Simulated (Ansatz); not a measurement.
`[NH2][AlH2]` + `[SiH3]`• → `[NH2][AlH]`• + SiH₄ at 500 K and 1 bar (hydrogen abstraction from the Al–H bond).

Program: Ansatz. Geometries: PBE0-D4/def2-TZVP. ΔE: electronic, gas phase. CBS: MP2 limit from def2 TZ/QZ plus the TZ coupled-cluster correction, frozen cores. This one scheme is used for every species. Open shells (•) are unrestricted, without spin–orbit coupling.

| species | CCSD(T)/CBS energy (Eh) | H − E (kJ/mol) | S (J/(mol·K)) |
| --- | --- | --- | --- |
| `[NH2][AlH2]` | -299.14566 | 129.9 | 289.4 |
| `[SiH3]`• | -290.80808 | 75.1 | 240.4 |
| `[NH2][AlH]`• | -298.50140 | 106.3 | 290.3 |
| SiH₄ | -291.46306 | 102.4 | 230.9 |

H − E and S are ideal-gas, rigid-rotor, harmonic terms from PBE0-D4/def2-TZVP, with the whole ground term of open shells counted as degenerate. 1 Eh = 2625.50 kJ/mol, R = 8.31446 J/(mol·K).

**Question.** By hand: ΔE, ΔH, ΔS and ΔG.

**Answer.** ΔE = (-298.50140) + (-291.46306) − (-299.14566) − (-290.80808) = -0.01072 Eh = -28.1 kJ/mol. Δ(H − E) = 106.3 + 102.4 − 129.9 − 75.1 = 3.7, so ΔH = -24.4 kJ/mol. ΔS = 290.3 + 230.9 − 289.4 − 240.4 = -8.6 J/(mol·K). ΔG = -24.4 − 500 × (-8.6)/1000 = -20.1 kJ/mol.

**Question.** By hand: the equilibrium constant, and the temperature at which ΔG would vanish if ΔH and ΔS stayed fixed.

**Answer.** log₁₀ K = −ΔG/(RT ln 10) = 2.1. ΔG = 0 at ΔH/ΔS = 2837 K, far beyond where these terms or the molecules hold.

The number of gas molecules stays the same, so ΔS is small and ΔH decides. A doubt of 5 kJ/mol in ΔE shifts log₁₀ K by 0.5 here. These are equilibria of isolated gas molecules and say nothing of rates. Largest T1 diagnostic: 0.015 (customary marks: 0.02 for closed shells, 0.045 for open ones).
